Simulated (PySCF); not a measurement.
Estimate the missing entries of this data sheet.

Species: acetamide, C₂H₅NO.
SMILES: `CC(N)=O`

Conformer (atom-mapped SMILES and torsion angles): `[CH3:1][C:2]([NH2:3])=[O:4]`: H–N3–C2–C1 -179°, H–N3–C2–C1 -1°.

| property | level | value |
| --- | --- | --- |
| rotational constants A, B, C of the GFN2-xTB geometry | GFN2-xTB | ? |
| dipole moment | PBE0/pcSseg-1 | 3.96 D |
| HOMO energy | PBE0/pcSseg-1 | -7.28 eV |
| LUMO energy | PBE0/pcSseg-1 | 0.95 eV |
| 13C chemical shifts (computed TMS as zero) by class | GIAO PBE0/pcSseg-1 | ? |
| 1H chemical shifts (computed TMS as zero) by class | GIAO PBE0/pcSseg-1 | ? |
| isotropic shieldings of nuclei other than C and H, by class | GIAO PBE0/pcSseg-1 | 155 (1 N), -106 (1 O) ppm |

Gas-phase values; electronic properties from PySCF, density fitting. Geometry: GFN2-xTB, one conformer, isolated molecule. NMR classes are plain means over equivalent atoms (diastereotopic ones count apart unless rotation or inversion swaps them), as if these changed places fast; in this geometry the members of some classes differ.

(1) The rotational constants A, B, C of the GFN2-xTB geometry?

(2) Give the 13C chemical shifts (computed TMS as zero) by class.

(3) Give the 1H chemical shifts (computed TMS as zero) by class.

## Answers

(1) 10.901, 9.433, 5.222 GHz.

(2) 169.1 (1 C), 23.1 (1 C) ppm.

(3) 4.63 (1 H), 4.41 (1 H), 1.87 (3 H) ppm.

With B = h/(8π²I), that is 505.379 GHz u Å² over I, the principal moments of inertia are 46.4, 53.6 and 96.8 u Å² (most abundant isotopes). In atomic units the dipole is 1.56 e·bohr (1 au = 2.5417 D). The rotational constants make it an asymmetric top with κ = (2B − A − C)/(A − C) = 0.48, nearer the oblate limit (+1).
